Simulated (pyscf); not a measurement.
Thermochemistry of product channels of O=B–OH (SMILES O=BO) + HCl (SMILES Cl) on the singlet surface, in kcal/mol, from CCSD(T)/def2-TZVPP + ΔMP2(QZVPP) energies (ideal gas, 1 atm, RRHO with modes under 100 cm⁻¹ raised to 100, one conformer, R ln 2 for chiral ones without a mode under 150 cm⁻¹). Structures and frequencies: ωB97X-D3(BJ)/def2-SVP in PySCF. Correlated levels are frozen-core, on RHF or UHF. ΔMP2 is the change of the MP2 total energy from the triple- to the quadruple-zeta basis.

```tsv
products	ΔE	ΔH(298 K)	ΔG(900 K)	ΔG(1200 K)
H₂O (SMILES O) + O=B–Cl (SMILES O=BCl)	+5.8	+7.3	+8.2	+8.5
HO–B(OH)–Cl (SMILES OB(O)Cl)	-44.3	-40.6	-9.9	+0.1
```

These are energies of the channels, which say nothing of barriers. The CCSD(T) − MP2 part came from Ansatz, without density fitting, on the same reference.
